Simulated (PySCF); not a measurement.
# SiH2OF (SMILES O[SiH]F) at UCCSDT/STO-3G

Aim: the energy change on altering one bond length of SiH2OF at UCCSDT/STO-3G, from 2 runs. The job is set up through a Python script.

Program for the calculation: PySCF 2.14.0.

12 further runs of the same task are left out: 1 that didn't finish, 11 set aside as unsound or not needed.

## (1) The system as given

SiH2OF has 5 atoms, charge 0, and is taken as a doublet. SMILES: `O[SiH]F`. The shape is that of a PBE0-D4/def2-TZVP optimisation. This is one conformer, not always the lowest.

Bond lengths: O1–Si2 1.636 Å, Si2–F3 1.603 Å, O1–H4 0.959 Å, Si2–H5 1.490 Å. Angles: O1–Si2–F3 110.5°, O1–Si2–H5 105.3°, F3–Si2–H5 107.6°, Si2–O1–H4 119.2°.

## (2) The energy at UCCSDT/STO-3G

run.py reads:

```python
from pyscf import gto, cc

molecule = gto.Mole()
molecule.atom = '''
O     -1.162560    -1.671652    -0.522131
Si     0.536493     0.464306     0.931824
F      0.391173     3.111434    -0.534981
H     -2.956477    -1.445829    -0.638727
H      3.191369    -0.458448     0.764205
'''
molecule.unit = 'bohr'
molecule.verbose = 4
molecule.spin = 1
molecule.max_memory = 1860
molecule.basis = 'sto-3g'
molecule.charge = 0
molecule.build()

mf = molecule.UHF()
mf.conv_tol = 1e-10
mf.kernel()
if not mf.converged:
    mf = mf.newton().run(mf.mo_coeff, mf.mo_occ)

mycc = cc.CCSDT(mf, frozen=7)
mycc.kernel()
e_tot = mycc.e_tot
print('E(%s) = %.9f' % ('CCSDT', e_tot))
```

Started as:

```bash
$ OMP_NUM_THREADS=1 python run.py
```

Output:

```text
PySCF version 2.14.0

[INPUT] num. atoms = 5
[INPUT] num. electrons = 33
[INPUT] charge = 0
[INPUT] spin (= nelec alpha-beta = 2S) = 1
[INPUT] symmetry False subgroup None
[INPUT] Mole.unit = bohr
[INPUT] Symbol           X                Y                Z      unit          X                Y                Z       unit  Magmom
[INPUT]  1 O     -0.615200258327  -0.884600142989  -0.276299826315 AA   -1.162560000000  -1.671652000000  -0.522131000000 Bohr   0.0
[INPUT]  2 Si     0.283899869418   0.245700154093   0.493100025388 AA    0.536493000000   0.464306000000   0.931824000000 Bohr   0.0
[INPUT]  3 F      0.206999837127   1.646499966082  -0.283099753475 AA    0.391173000000   3.111434000000  -0.534981000000 Bohr   0.0
[INPUT]  4 H     -1.564500253009  -0.765099757687  -0.337999772399 AA   -2.956477000000  -1.445829000000  -0.638727000000 Bohr   0.0
[INPUT]  5 H      1.688799746437  -0.242600233992   0.404399870471 AA    3.191369000000  -0.458448000000   0.764205000000 Bohr   0.0

nuclear repulsion = 110.136768633119
number of shells = 13
number of NR pGTOs = 63
number of NR cGTOs = 21
basis = sto-3g
ecp = {}

[... 69 lines left out ...]
converged SCF energy = -458.615018774728  <S^2> = 0.75467921  2S+1 = 2.0046738
[... 17 lines left out ...]
WARN: A large `blksize_v_aaa` is being used, which may cause large memory consumption
[... 3 lines left out ...]
WARN: A large `blksize_v_aab` is being used, which may cause large memory consumption
[... 10 lines left out ...]
Init t2, MP2 energy = -0.0784630479859353
[... 19 lines left out ...]
UCCSDT converged
[... 3 lines left out ...]
E(CCSDT) = -458.720606402
```

It took 3.6 s on 1 thread of Arm Neoverse V1, shared host; peak memory 0.12 GiB.

## (3) The distorted shape, same level

job.py reads:

```python
from pyscf import gto, scf, cc

system = gto.Mole()
system.atom = '''
O     -2.490043    -1.210260    -0.438318
Si    -0.790990     0.925697     1.015637
F     -0.936310     3.572826    -0.451168
H     -4.283960    -0.984438    -0.554914
H      3.191369    -0.458448     0.764205
'''
system.max_memory = 1860
system.basis = 'sto-3g'
system.unit = 'bohr'
system.spin = 1
system.verbose = 3
system.build()

mf = scf.UHF(system)
mf.conv_tol = 1e-10
mf.kernel()
if not mf.converged:
    mf = mf.newton().run(mf.mo_coeff, mf.mo_occ)

mycc = cc.CCSDT(mf, frozen=7)
mycc.kernel()
e_tot = mycc.e_tot
print(f'total energy: {e_tot:.8f} hartree')
```

Started as:

```bash
$ OMP_NUM_THREADS=1 python job.py
```

Output:

```text
converged SCF energy = -458.520777679935  <S^2> = 0.94291205  2S+1 = 2.1844103
_make_eris_incore_UCCSDT

WARN: A large `blksize_v_aaa` is being used, which may cause large memory consumption
      for storing contraction intermediates. If memory is sufficient, consider using
      `pyscf.cc.uccsdt_highm.UCCSDT` instead.

WARN: A large `blksize_v_aab` is being used, which may cause large memory consumption
      for storing contraction intermediates. If memory is sufficient, consider using
      `pyscf.cc.uccsdt_highm.UCCSDT` instead.

UCCSDT converged
E(UCCSDT) = -458.6368071354211   E_corr = -0.1160294554859899
E_corr(same-spin) = -0.0186060838981001
E_corr(oppo-spin) = -0.0974233715878898
total energy: -458.63680714 hartree
```

Run time: 6.3 s. Hardware: 1 thread of Arm Neoverse V1, shared host; peak memory 0.11 GiB.

## (4) What came out

At UCCSDT/STO-3G, 7 core orbitals frozen:

| quantity | value |
| --- | --- |
| first shape: total energy | -458.72061 Eh |
| first shape: dipole moment (Hartree–Fock density) | 1.82 D |
| first shape: HOMO energy (Hartree–Fock orbitals) (highest over α and β) | -6.08 eV |
| first shape: LUMO energy (Hartree–Fock orbitals) (lowest over α and β) | 6.02 eV |
| first shape: correlation energy (7 core orbitals frozen) | -105.6 mEh |
| first shape: ⟨S²⟩ of the reference determinant | 0.755 |
| first shape: T1 diagnostic | 0.016 |
| distorted shape: total energy | -458.63681 Eh |
| distorted shape: dipole moment (Hartree–Fock density) | 1.61 D |
| distorted shape: HOMO energy (Hartree–Fock orbitals) (highest over α and β) | -6.26 eV |
| distorted shape: LUMO energy (Hartree–Fock orbitals) (lowest over α and β) | 5.84 eV |
| distorted shape: correlation energy (7 core orbitals frozen) | -116.0 mEh |
| distorted shape: ⟨S²⟩ of the reference determinant | 0.943 |
| distorted shape: T1 diagnostic | 0.033 |
| energy change with the Si2–H5 bond stretched from 1.490 to 2.235 Å | 2.280 eV |

What this shows: With the Si2–H5 bond stretched from 1.490 to 2.235 Å the energy rises by 2.28 eV (53 kcal/mol). The first shape isn't relaxed at this level, so the change isn't measured from a minimum. The minimal basis adds a large error of its own. ⟨S²⟩ (distorted shape) is 0.94 where a pure doublet has 0.75: the reference is spin-contaminated.
